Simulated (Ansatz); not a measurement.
in.yaml

```yaml
crystal:
  periodic: [false, false, false]
  atoms:
    - {symbol: Al, position_ang: [-0.011413, 0.136175, 1.210243]}
    - {symbol: O, position_ang: [-0.012246, -0.236406, -0.434959]}
    - {symbol: O, position_ang: [0.035718, 0.078820, -1.741010]}
    - {symbol: H, position_ang: [-0.067059, -1.143832, 2.142963]}
basis:
  gaussian: {orbitals: STO-3G}
correlation: {active_space: {ras: {orbitals: [8, 0, 5], electrons: 16, max_holes: 2, max_particles: 2}, fixed_orbitals: true}}
output: {forces: true}
```

```sh
$ ansatz run in.yaml --threads 1 --pin off --events-out ev --progress --plain --max-ram 2393MiB
```

The program prints:

```
251 factors; integrals over basis functions are off by at most 2.8e-5 eV
mean field evaluation 1: about -10525.0055 eV, gradient 3.1e1 eV
mean field evaluation 2: about -10525.1311 eV, gradient 3.1e1 eV
mean field evaluation 4: about -10530.8439 eV, gradient 2.0e1 eV
mean field evaluation 8: about -10532.7490 eV, gradient 3.1e-1 eV
mean field evaluation 16: about -10531.0925 eV, gradient 6.6e0 eV
mean field evaluation 32: about -10532.7500 eV, gradient 3.5e-2 eV
mean field -10532.74656059 eV, -387.0712967495 hartree, gradient 3.6e-6 eV, S^2 0.000000; 4 other end points of the search recorded, 0 dependent functions left out
reference -10532.74656059 eV, -387.0712967495 hartree; 15, 15 occupied and 5, 5 virtual orbitals, 251 factors
state -10538.09827058 eV, -387.2679684642 hartree
the calculation of the forces begins
Total energy: -10538.09827058 eV, -387.2679684642 hartree
Atom 0 at    -0.011413     0.136175     1.210243 Å, force     0.000048    -0.394646     0.110602 eV/Å
Atom 1 at    -0.012246    -0.236406    -0.434959 Å, force    -0.008062    -0.666624    -0.646372 eV/Å
Atom 2 at     0.035718     0.078820    -1.741010 Å, force    -0.028133     0.163936     1.549790 eV/Å
Atom 3 at    -0.067059    -1.143832     2.142963 Å, force     0.036147     0.897334    -1.014020 eV/Å
Dipole moment:     0.002732     0.258868     0.531620 e Å
```

Natural occupations: 1.9982 1.9975 1.9954 1.9819 1.9783 1.9672 1.9582 1.7768 0.2503 0.0427 0.0244 0.0180 0.0111.

Forces (eV/Å):
```
Al   0.000 -0.395  0.111
O   -0.008 -0.667 -0.646
O   -0.028  0.164  1.550
H    0.036  0.897 -1.014
```

Ran on 1 thread of Arm Neoverse V2, shared host: 0.3 s wall, 0.08 GiB peak host memory.
